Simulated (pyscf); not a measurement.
Single points on ωB97X-D3(BJ)/def2-SVP structures (PySCF, gas phase).

### Question
Estimate by transition-state theory the rate constant of GaH₃ + HO–SiH₃ -> H₃Si–O–GaH₂ + H₂ (singlet surface; Ga–H, H–O broken, Ga–O, H–H formed) at 298 K, with ωB97M-D3(BJ)/def2-TZVP energies (ideal gas, 1 atm, RRHO with modes under 100 cm⁻¹ raised to 100, one conformer, R ln 2 for chiral ones without a mode under 150 cm⁻¹; no tunnelling).

### Answer
The electronic barrier is 8.2 kcal/mol and the thermal terms add +9.1, so ΔG‡ = 17.3 kcal/mol. With k_BT/h = 6.21e+12 s⁻¹ and RT = 0.592 kcal/mol, and a volume of 4.06e-20 cm³ per molecule at 1 atm, k = 5.2e-20 cm³ molecule⁻¹ s⁻¹. Wigner's tunnelling factor for 1354i cm⁻¹ would be 2.78, likely too low at so high a frequency. A shift of 1 kcal/mol in the barrier changes k by a factor 5.4. On the reactant side the descent ends in an adduct with a Ga–O contact, 15.8 kcal/mol under the separated species and 21.5 kcal/mol under the saddle at ωB97X-D3(BJ)/def2-TZVP. What is counted as formed (Ga–O) is already present as a longer contact in the reactant adduct; forming that adduct is a step of its own. At the saddle there is also a short Ga–H contact that neither side keeps. At ωB97X-D3(BJ)/def2-TZVP the barrier from the zero used here is 5.7 kcal/mol. One saddle was located; it need not be the lowest between these sides. Elements up to Kr have no core potential and no relativistic terms here.
